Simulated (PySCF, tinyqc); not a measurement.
RHF in the sto-6g basis, for CH2, spin multiplicity 1, step by step (part 2 of 2). The lowest restricted solution is unstable here: a spin-polarised one lies 0.0423 hartree lower (PySCF). Computed by tinyqc, a small Python program that keeps every step (integrals from PySCF). Command: `OMP_NUM_THREADS=1 python tinyqc.py 23982 23983 out.jsonl` (the two numbers bound the seeds that draw the settings). One thread of a shared host (Intel(R) Xeon(R) Processor @ 2.60GHz), about 0.1 s of CPU time with the checks.

Geometry (angstrom):
```
atom         x          y         z
C     0.000000   0.000000  0.000000
H     0.000000   0.922000  0.528000
H     0.000000  -0.922000  0.528000
```

## Iteration 9 (converged): orbitals

converged F (hartree), order 1C 1s, 1C 2s, 1C 2px, 1C 2py, 1C 2pz, 2H 1s, 3H 1s:
$$\begin{pmatrix}
-11.134636 & -2.852439 & 0.000000 & 0.000000 & -0.026404 & -0.812317 & -0.812317 \\
-2.852439 & -1.397932 & 0.000000 & 0.000000 & -0.097778 & -0.740175 & -0.740175 \\
0.000000 & 0.000000 & 0.228134 & 0.000000 & 0.000000 & 0.000000 & 0.000000 \\
0.000000 & 0.000000 & 0.000000 & -0.282390 & 0.000000 & -0.388490 & 0.388490 \\
-0.026404 & -0.097778 & 0.000000 & 0.000000 & -0.263469 & -0.261619 & -0.261619 \\
-0.812317 & -0.740175 & 0.000000 & -0.388490 & -0.261619 & -0.525754 & -0.244170 \\
-0.812317 & -0.740175 & 0.000000 & 0.388490 & -0.261619 & -0.244170 & -0.525754
\end{pmatrix}$$

X, order 1C 1s, 1C 2s, 1C 2px, 1C 2py, 1C 2pz, 2H 1s, 3H 1s:
$$\begin{pmatrix}
1.025636 & -0.150791 & 0.000000 & 0.000000 & -0.011155 & 0.023295 & 0.023295 \\
-0.150791 & 1.335078 & 0.000000 & 0.000000 & 0.142917 & -0.375868 & -0.375868 \\
0.000000 & 0.000000 & 1.000000 & 0.000000 & 0.000000 & 0.000000 & 0.000000 \\
0.000000 & 0.000000 & 0.000000 & 1.212458 & 0.000000 & -0.321948 & 0.321948 \\
-0.011155 & 0.142917 & 0.000000 & 0.000000 & 1.065495 & -0.172757 & -0.172757 \\
0.023295 & -0.375868 & 0.000000 & -0.321948 & -0.172757 & 1.294223 & -0.037678 \\
0.023295 & -0.375868 & 0.000000 & 0.321948 & -0.172757 & -0.037678 & 1.294223
\end{pmatrix}$$

Diagonalise F' = X^T F X, C = X C', fill 4 alpha and 4 beta electrons from the bottom; D = 2 C_occ C_occ^T. Each column has its largest component positive (the first on a tie).

F' = X^T F X (hartree):
$$\begin{pmatrix}
-10.929894 & -1.455560 & 0.000000 & 0.000000 & -0.038260 & -0.145710 & -0.145710 \\
-1.455560 & -0.497734 & 0.000000 & 0.000000 & 0.135867 & -0.476269 & -0.476269 \\
0.000000 & 0.000000 & 0.228134 & 0.000000 & 0.000000 & 0.000000 & 0.000000 \\
0.000000 & 0.000000 & 0.000000 & 0.133085 & 0.000000 & -0.476922 & 0.476922 \\
-0.038260 & 0.135867 & 0.000000 & 0.000000 & -0.135599 & -0.263977 & -0.263977 \\
-0.145710 & -0.476269 & 0.000000 & -0.476922 & -0.263977 & 0.037578 & -0.070705 \\
-0.145710 & -0.476269 & 0.000000 & 0.476922 & -0.263977 & -0.070705 & 0.037578
\end{pmatrix}$$

orbital energies (hartree): MO1 -11.137146, MO2 -0.841757, MO3 -0.553900, MO4 -0.288420, MO5 0.228134, MO6 0.670968, MO7 0.795268

coefficients C, order 1C 1s, 1C 2s, 1C 2px, 1C 2py, 1C 2pz, 2H 1s, 3H 1s:
$$\begin{pmatrix}
0.995747 & -0.208459 & 0.000000 & 0.114136 & 0.000000 & -0.166979 & 0.000000 \\
0.019908 & 0.649562 & 0.000000 & -0.559336 & 0.000000 & 1.171736 & 0.000000 \\
0.000000 & 0.000000 & 0.000000 & 0.000000 & 1.000000 & 0.000000 & 0.000000 \\
0.000000 & 0.000000 & 0.524527 & 0.000000 & 0.000000 & 0.000000 & 1.184156 \\
0.004842 & 0.160519 & 0.000000 & 0.827257 & 0.000000 & 0.710897 & 0.000000 \\
-0.005138 & 0.279363 & 0.446494 & 0.187033 & 0.000000 & -0.920905 & -0.889535 \\
-0.005138 & 0.279363 & -0.446494 & 0.187033 & 0.000000 & -0.920905 & 0.889535
\end{pmatrix}$$

D after iteration 9, order 1C 1s, 1C 2s, 1C 2px, 1C 2py, 1C 2pz, 2H 1s, 3H 1s:
$$\begin{pmatrix}
2.095990 & -0.358848 & 0.000000 & 0.000000 & 0.131558 & -0.084010 & -0.084010 \\
-0.358848 & 1.470367 & 0.000000 & 0.000000 & -0.716703 & 0.153494 & 0.153494 \\
0.000000 & 0.000000 & 0.000000 & 0.000000 & 0.000000 & 0.000000 & 0.000000 \\
0.000000 & 0.000000 & 0.000000 & 0.550257 & 0.000000 & 0.468396 & -0.468396 \\
0.131558 & -0.716703 & 0.000000 & 0.000000 & 1.420290 & 0.399086 & 0.399086 \\
-0.084010 & 0.153494 & 0.000000 & 0.468396 & 0.399086 & 0.624817 & -0.172611 \\
-0.084010 & 0.153494 & 0.000000 & -0.468396 & 0.399086 & -0.172611 & 0.624817
\end{pmatrix}$$

## Convergence

Stop when the energy changes by less than 1e-08 hartree and every element of the error matrix X^T (F D S - S D F) X is below 3e-05.

Course of the cycle:
```
iteration   E (hartree)     change  largest element of the error matrix
1          -11.42120434          -                             2.80e-01
2          -37.52020838  -2.61e+01                             4.22e-01
3          -38.61840222  -1.10e+00                             3.47e-01
4          -38.71912180  -1.01e-01                             1.31e-01
5          -38.73427967  -1.52e-02                             2.17e-02
6          -38.73475376  -4.74e-04                             6.49e-04
7          -38.73475429  -5.38e-07                             1.18e-04
8          -38.73475432  -2.41e-08                             4.06e-05
9          -38.73475432  -2.97e-09                             1.29e-06
```

PySCF RHF in the same basis = -38.73475432 hartree

Converged in 9 iterations.

## Populations, bond orders and dipole

overlap S, order 1C 1s, 1C 2s, 1C 2px, 1C 2py, 1C 2pz, 2H 1s, 3H 1s:
$$\begin{pmatrix}
1.000000 & 0.243228 & 0.000000 & 0.000000 & 0.000000 & 0.068682 & 0.068682 \\
0.243228 & 1.000000 & 0.000000 & 0.000000 & 0.000000 & 0.507288 & 0.507288 \\
0.000000 & 0.000000 & 1.000000 & 0.000000 & 0.000000 & 0.000000 & 0.000000 \\
0.000000 & 0.000000 & 0.000000 & 1.000000 & 0.000000 & 0.413449 & -0.413449 \\
0.000000 & 0.000000 & 0.000000 & 0.000000 & 1.000000 & 0.236769 & 0.236769 \\
0.068682 & 0.507288 & 0.000000 & 0.413449 & 0.236769 & 1.000000 & 0.153390 \\
0.068682 & 0.507288 & 0.000000 & -0.413449 & 0.236769 & 0.153390 & 1.000000
\end{pmatrix}$$

Mulliken: Z minus the diagonal of D S on the atom; Loewdin: the same with S^(1/2) D S^(1/2); Mayer order: 2 sum_s sum (D(s) S)_ij (D(s) S)_ji over the two atoms.

Charges (e):
```
atom   Mulliken    Loewdin
1C    -0.082830  -0.031458
2H     0.041415   0.015729
3H     0.041415   0.015729
```

Mayer bond orders:
```
pair     order
2-1   0.987502
3-1   0.987502
3-2   0.010783
```

dipole moment about the origin, x y z (debye): [0.000000, 0.000000, 1.653499]
